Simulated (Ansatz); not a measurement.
Z-matrix (Å, degrees):
```
C
P 1 1.821
H 1 1.091 2 108.7
H 1 1.092 2 109.0 3 -117.9
H 1 1.092 2 112.3 3 121.4
C 2 1.821 1 102.4 3 -174.6
C 2 1.800 1 104.7 3 -65.5
N 2 1.557 1 118.0 3 54.1
H 6 1.091 2 108.7 1 174.5
H 6 1.092 2 109.0 1 -67.6
H 6 1.092 2 112.3 1 53.2
H 7 1.091 2 111.6 1 -53.8
H 7 1.091 2 108.6 1 -174.9
H 7 1.091 2 108.6 1 67.4
H 8 1.011 2 117.0 1 61.9
```

Total charge 0; spin multiplicity 1.

Task: List the ωB97M-V/def2-TZVPP orbital energies in eV (the Gaussian-basis code of Ansatz). (Best estimate.)

Result: Computed: Occupied: -2106.44, -392.24, -281.39, -281.39, -281.36, -183.72, -132.37, -132.36, -132.30, -26.03, -23.42, -22.45, -22.40, -17.60, -15.34, -14.91, -14.90, -14.23, -14.06, -13.51, -13.34, -12.16, -12.11, -9.31, -8.39. Lowest empty: 2.11, 3.52, 3.61, 3.70, 3.83, 4.26, 4.31, 4.81.
